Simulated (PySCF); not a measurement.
**Choosing a basis for TDDFT**

C3H8O.
InChI=1S/C3H8O/c1-2-3-4/h4H,2-3H2,1H3

TDDFT with PBE0 (PySCF), vertical singlets, core orbitals frozen in the response, spherical d and f functions. The structure is a single PBE0-D3(BJ)/def2-SVP conformer in the gas phase; no vibrational or solvent corrections.

Question: Compare 6-31G*, 6-31+G*, def2-SVP, def2-SVPD, aug-cc-pVDZ, def2-TZVP and def2-TZVPD for this molecule.

Answer: 

```
      basis  functions  diffuse  S1 (eV)  S2 (eV)  S3 (eV)  S4 (eV)  S5 (eV)  LUMO (eV)  α (au)
     6-31G*         72       no     8.06     9.13     9.78     9.87    10.34       2.55    36.6
    6-31+G*         88      yes     6.74     7.51     7.77     7.99     8.20       0.42    41.0
   def2-SVP         96       no     7.61     8.41     9.14     9.18     9.41       1.76    37.9
  def2-SVPD        147      yes     7.00     7.75     8.30     8.38     8.63       0.64    44.8
aug-cc-pVDZ        164      yes     6.47     7.05     7.36     7.47     7.83      -0.09    45.8
  def2-TZVP        172       no     7.22     8.01     8.67     8.82     9.09       1.06    43.0
 def2-TZVPD        223      yes     6.69     7.38     7.79     8.05     8.07       0.27    45.8
```

States are compared by their number. Against the largest diffuse basis here (def2-TZVPD, itself not a converged limit), sets without diffuse functions differ by up to 1.37 eV in S1 and 2.27 eV in S5; the smaller diffuse sets differ by up to 0.31 and 0.56 eV. State by state, the largest deviation of a set without diffuse functions is S1 1.37, S2 1.74, S3 1.99, S4 1.82, S5 2.27 eV. The same number needn't mean the same state in each row. Against def2-TZVPD the polarisability deviates by -20% in 6-31G*, -10% in 6-31+G*, -17% in def2-SVP, -2% in def2-SVPD, 0% in aug-cc-pVDZ, -6% in def2-TZVP. A single + in a Pople set puts diffuse functions on heavy atoms only.
